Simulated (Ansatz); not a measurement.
Molecular dynamics of BH₄OSi

input.yaml

```yaml
crystal:
  periodic: [false, false, false]
  atoms:
    - { symbol: O, position_ang: [-1.320884, -1.221362, 1.146625] }
    - { symbol: B, position_ang: [-0.489259, -1.160177, 0.199604] }
    - { symbol: Si, position_ang: [0.319822, 0.775325, -0.111535] }
    - { symbol: H, position_ang: [-0.034375, -1.975319, -0.603592] }
    - { symbol: H, position_ang: [1.817524, 0.633666, -0.148733] }
    - { symbol: H, position_ang: [-0.106675, 1.719008, 0.972061] }
    - { symbol: H, position_ang: [-0.186153, 1.228868, -1.454429] }
magnetization:
  spin_polarized: true
  initial_magnetization: 1
basis:
  gaussian: { orbitals: def2-SVP }
hamiltonian:
  xc: pbe
  dispersion: d4
md:
  timestep: 1.0
  n_steps: 100
  ensemble: nvt_nose_hoover
  temperature: 200.0
  initial_velocities: maxwell_boltzmann
  seed: 246392
```

Run as:

```bash
$ ansatz run input.yaml --threads 1 --pin off --max-ram 2048MiB --backend cpu --events-out ev --progress --plain --runs-dir out
```

It starts from a relaxed structure.

Output, in part (step lines, the closing report, with atoms numbered from 0):

```
md step     0: t =     0.00 fs  T =   200.0 K  F+E_penalty+E_count = -10653.42385089 eV  E_kin = 0.129260 eV  conserved = -10653.29459089 eV  (28 SCF iters)
[... lines left out ...]
Total energy: -10653.28009277 eV, -391.5008223568 hartree
Atom 0 at    -1.328670    -1.223831     1.120047 Å, force     0.025230     0.240355     0.123490 eV/Å
Atom 1 at    -0.455658    -1.114218     0.201938 Å, force    -0.578395    -0.427299     0.712081 eV/Å
Atom 2 at     0.320319     0.760702    -0.093190 Å, force    -0.031778     0.598234    -0.176816 eV/Å
Atom 3 at    -0.205840    -2.047004    -0.539408 Å, force     0.423628    -0.059030    -0.454134 eV/Å
Atom 4 at     1.797446     0.764947    -0.300859 Å, force     0.238966    -0.137916    -0.005614 eV/Å
Atom 5 at    -0.011787     1.851122     0.923870 Å, force    -0.086751    -0.458885    -0.259063 eV/Å
Atom 6 at    -0.340122     0.990905    -1.432611 Å, force     0.009100     0.244541     0.060057 eV/Å
Dipole moment:     0.268244     0.155942    -0.214608 e Å
```

The steps, from the saved trajectory:

```json
{"time (fs)": "0.0", "T (K)": "200", "potential energy less start (eV)": "0.000", "conserved less start (meV/atom)": "0.00"}
{"time (fs)": "3.0", "T (K)": "154", "potential energy less start (eV)": "0.031", "conserved less start (meV/atom)": "0.12"}
{"time (fs)": "6.0", "T (K)": "117", "potential energy less start (eV)": "0.054", "conserved less start (meV/atom)": "0.07"}
{"time (fs)": "9.0", "T (K)": "64", "potential energy less start (eV)": "0.089", "conserved less start (meV/atom)": "0.11"}
{"time (fs)": "12.0", "T (K)": "36", "potential energy less start (eV)": "0.107", "conserved less start (meV/atom)": "0.14"}
{"time (fs)": "15.0", "T (K)": "68", "potential energy less start (eV)": "0.086", "conserved less start (meV/atom)": "0.06"}
{"time (fs)": "18.0", "T (K)": "83", "potential energy less start (eV)": "0.077", "conserved less start (meV/atom)": "0.13"}
{"time (fs)": "21.0", "T (K)": "124", "potential energy less start (eV)": "0.050", "conserved less start (meV/atom)": "0.04"}
{"time (fs)": "24.0", "T (K)": "117", "potential energy less start (eV)": "0.056", "conserved less start (meV/atom)": "0.08"}
{"time (fs)": "27.0", "T (K)": "91", "potential energy less start (eV)": "0.073", "conserved less start (meV/atom)": "0.12"}
{"time (fs)": "30.0", "T (K)": "89", "potential energy less start (eV)": "0.075", "conserved less start (meV/atom)": "0.06"}
{"time (fs)": "33.0", "T (K)": "68", "potential energy less start (eV)": "0.089", "conserved less start (meV/atom)": "0.14"}
{"time (fs)": "36.0", "T (K)": "99", "potential energy less start (eV)": "0.069", "conserved less start (meV/atom)": "0.09"}
{"time (fs)": "39.0", "T (K)": "138", "potential energy less start (eV)": "0.045", "conserved less start (meV/atom)": "0.07"}
{"time (fs)": "42.0", "T (K)": "155", "potential energy less start (eV)": "0.035", "conserved less start (meV/atom)": "0.11"}
{"time (fs)": "45.0", "T (K)": "176", "potential energy less start (eV)": "0.023", "conserved less start (meV/atom)": "0.04"}
{"time (fs)": "48.0", "T (K)": "131", "potential energy less start (eV)": "0.054", "conserved less start (meV/atom)": "0.11"}
{"time (fs)": "51.0", "T (K)": "89", "potential energy less start (eV)": "0.082", "conserved less start (meV/atom)": "0.10"}
{"time (fs)": "54.0", "T (K)": "58", "potential energy less start (eV)": "0.103", "conserved less start (meV/atom)": "0.08"}
{"time (fs)": "57.0", "T (K)": "22", "potential energy less start (eV)": "0.127", "conserved less start (meV/atom)": "0.16"}
{"time (fs)": "60.0", "T (K)": "61", "potential energy less start (eV)": "0.102", "conserved less start (meV/atom)": "0.07"}
{"time (fs)": "63.0", "T (K)": "86", "potential energy less start (eV)": "0.087", "conserved less start (meV/atom)": "0.11"}
{"time (fs)": "66.0", "T (K)": "124", "potential energy less start (eV)": "0.063", "conserved less start (meV/atom)": "0.10"}
{"time (fs)": "69.0", "T (K)": "165", "potential energy less start (eV)": "0.039", "conserved less start (meV/atom)": "0.04"}
{"time (fs)": "72.0", "T (K)": "139", "potential energy less start (eV)": "0.059", "conserved less start (meV/atom)": "0.14"}
{"time (fs)": "75.0", "T (K)": "131", "potential energy less start (eV)": "0.065", "conserved less start (meV/atom)": "0.07"}
{"time (fs)": "78.0", "T (K)": "95", "potential energy less start (eV)": "0.091", "conserved less start (meV/atom)": "0.14"}
{"time (fs)": "81.0", "T (K)": "101", "potential energy less start (eV)": "0.089", "conserved less start (meV/atom)": "0.14"}
{"time (fs)": "84.0", "T (K)": "148", "potential energy less start (eV)": "0.060", "conserved less start (meV/atom)": "0.07"}
{"time (fs)": "87.0", "T (K)": "161", "potential energy less start (eV)": "0.055", "conserved less start (meV/atom)": "0.14"}
{"time (fs)": "90.0", "T (K)": "190", "potential energy less start (eV)": "0.038", "conserved less start (meV/atom)": "0.04"}
{"time (fs)": "93.0", "T (K)": "141", "potential energy less start (eV)": "0.074", "conserved less start (meV/atom)": "0.11"}
{"time (fs)": "96.0", "T (K)": "86", "potential energy less start (eV)": "0.111", "conserved less start (meV/atom)": "0.13"}
{"time (fs)": "99.0", "T (K)": "53", "potential energy less start (eV)": "0.134", "conserved less start (meV/atom)": "0.11"}
```

All steps were run. The conserved energy stayed within 0.18 meV per atom of its start (net change 0.16 meV per atom), so the integration is sound. The mean temperature of the second half is 46 % below the set value. A run of 0.1 ps of so small a system gives no equilibrium averages.

The same pairs are bonded in the first frame and the last. Pairs count as bonded within 1.25 times the sum of covalent radii (0.12 Å more for H–H).

Last frame:

```xyz
7
Properties=species:S:1:pos:R:3
O -1.329 -1.224 1.120
B -0.456 -1.114 0.202
Si 0.320 0.761 -0.093
H -0.206 -2.047 -0.539
H 1.797 0.765 -0.301
H -0.012 1.851 0.924
H -0.340 0.991 -1.433
```

Run time: 3.8 min on 1 thread of Arm Neoverse V1 (shared host), peak memory 0.12 GiB.
